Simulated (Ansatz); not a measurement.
Basis-set extrapolation for C3H9NS (`CCNCS`) (PBE0-D4/def2-TZVP geometry, frozen core, Ansatz 0.2.0). Multiplicity 1, RHF reference.

```tsv
	def2-TZVPP	def2-QZVPP
HF	-570.888874	-570.908727
MP2 correlation	-0.919886	-0.983793
CCSD(T) correlation	-1.016991	not run
```

Energies in hartree. Use E(X) = E(∞) + A·exp(−7.88·√X) for Hartree–Fock and E(X) = E(∞) + B·X^(−2.97) for correlation, with X = 3 and 4, and add CCSD(T) minus MP2 of the smaller set to the MP2 limit.

What is the CCSD(T) energy at the basis-set limit?

HF limit: -570.908727 + (-0.019853) × 0.13774 = -570.91146. MP2 limit: -0.983793 + (-0.063907) × 0.74074 = -1.03113. Higher-order term: -1.016991 − (-0.919886) = -0.09710. Total: -572.03969 hartree, 351.4 kJ/mol below CCSD(T)/def2-TZVPP.
